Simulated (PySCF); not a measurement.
Coordinates in bohr (charge 0 multiplicity 1):
```
N     0.2078   -0.0373    0.0981
O    -0.0209    0.1047    2.3511
O     2.0239   -0.4528   -1.1466
O    -1.9796    0.3398   -1.2898
H    -3.2444    0.6474    0.0010
```

Method: PBE0 in PySCF with N def2-TZVP, O def2-TZVP, H def2-TZVP; no relativity; density-fitted integrals.

This geometry of NO2(OH) is a stationary point at this level.

Task: What is the point group?

Result: Cs.

Task: Is it a minimum?

Result: Yes: all harmonic wavenumbers are real.

Task: Which band is strongest in the infrared?

Result: 1821 cm⁻¹ (a'), 441 km/mol.

Task: What are the dipole moment and the gap between the highest occupied and lowest empty levels?

Result: 2.42 D and 7.61 eV.

Task: What is the atomisation energy, with and without zero-point energy?

Result: 1640 kJ/mol without, 1569 kJ/mol with.

This need not be the most stable arrangement of these atoms.
